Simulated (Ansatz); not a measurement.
Si2S⁺, 3 atoms. Hardware: 4 threads of Arm Neoverse V2 on a shared host.

Correlated methods freeze 15 core orbitals.

Question: How many basis functions does each of these Ansatz runs have, and roughly what does it cost? r2SCAN-D4/def2-TZVP, charge 1 quartet, energy, from earlier orbitals; LC-ωPBE (ω = 0.20 bohr⁻¹)/def2-TZVP, charge 1 quartet, energy, from earlier orbitals; LC-ωPBE (ω = 0.30 bohr⁻¹)/def2-TZVP, charge 0 singlet at the geometry of the charge 1 doublet, energy, from earlier orbitals; BHLYP-D4/def2-TZVP, charge 1 doublet, energy, from earlier orbitals; MP2/def2-TZVP, charge 1 doublet, energy, from earlier orbitals; LC-ωPBE (ω = 0.30 bohr⁻¹)/def2-TZVP, charge 1 doublet, energy, from earlier orbitals; PBE0-D4/def2-TZVP, charge 0 triplet at the geometry of the charge 1 doublet, energy; RPA@PBE/def2-TZVP, charge 1 doublet, energy, from earlier orbitals; PBE-D4/def2-TZVP, charge 1 quartet, energy, from earlier orbitals; PBE-D4/def2-TZVP, charge 0 singlet at the geometry of the charge 1 doublet, energy, from earlier orbitals; HSE06-D4/def2-TZVP, charge 1 doublet, energy, from earlier orbitals; PBE-D4/def2-TZVP, charge 1 doublet, relaxation, 4 steps.

Answer: Other jobs shared the machine, so times can vary by a factor of up to 3. A dash marks memory too small to be measured apart from the calling script's.

```
                                                                                                                         run  functions  fitting or Cholesky vectors  wall time  peak host memory (GiB)
                   PBE-D4/def2-TZVP, charge 0 singlet at the geometry of the charge 1 doublet, energy, from earlier orbitals        111                          765     0.55 s                       –
                                                              MP2/def2-TZVP, charge 1 doublet, energy, from earlier orbitals        111                          665      0.7 s                       –
LC-ωPBE (ω = 0.30 bohr⁻¹)/def2-TZVP, charge 0 singlet at the geometry of the charge 1 doublet, energy, from earlier orbitals        111                          765     0.75 s                       –
                                                           PBE-D4/def2-TZVP, charge 1 quartet, energy, from earlier orbitals        111                          765      1.2 s                       –
                                                         BHLYP-D4/def2-TZVP, charge 1 doublet, energy, from earlier orbitals        111                          850      1.4 s                       –
                                                         HSE06-D4/def2-TZVP, charge 1 doublet, energy, from earlier orbitals        111                          807      1.4 s                       –
                                                          RPA@PBE/def2-TZVP, charge 1 doublet, energy, from earlier orbitals        111                          665      1.4 s                       –
                                        LC-ωPBE (ω = 0.30 bohr⁻¹)/def2-TZVP, charge 1 doublet, energy, from earlier orbitals        111                          765      1.4 s                       –
                                         PBE0-D4/def2-TZVP, charge 0 triplet at the geometry of the charge 1 doublet, energy        111                          807      1.6 s                       –
                                        LC-ωPBE (ω = 0.20 bohr⁻¹)/def2-TZVP, charge 1 quartet, energy, from earlier orbitals        111                          765      2.4 s                       –
                                                                     PBE-D4/def2-TZVP, charge 1 doublet, relaxation, 4 steps        111                          765      2.7 s                       –
                                                        r2SCAN-D4/def2-TZVP, charge 1 quartet, energy, from earlier orbitals        111                          765        3 s                       –
```
